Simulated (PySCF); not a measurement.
**Be: ionisation energy**

Be [He] 2s2 (1S) → Be⁺ [He] 2s1 (2S), as a difference of total energies. All numbers are calculated (PySCF 2.14, the spin-free X2C one-electron Hamiltonian (Gaussian nucleus), in x2c-QZVPPall with one added diffuse shell each of s, p type (8s5p2d1f, 40 functions)). Correlated levels: valence and next inner shell: nothing frozen. The calculations carry no spin-orbit coupling.

```csv
method,ionisation energy (eV)
UHF,8.044
MP2 (valence and next inner shell),8.841
SCS-MP2 (valence and next inner shell),8.991
CCSD (valence and next inner shell),9.286
CCSD(T) (valence and next inner shell),9.297
CCSDT (valence and next inner shell),9.298
```

**Question.** How much does correlation contribute at CCSD(T) (valence and next inner shell)?

**Answer.** 9.297 − (8.044) = 1.253 eV, measured against UHF.

Errors of the correlated levels include the incompleteness of this basis.

For comparison: 9.323 eV (measured; NIST Atomic Spectra Database, ionization energies).
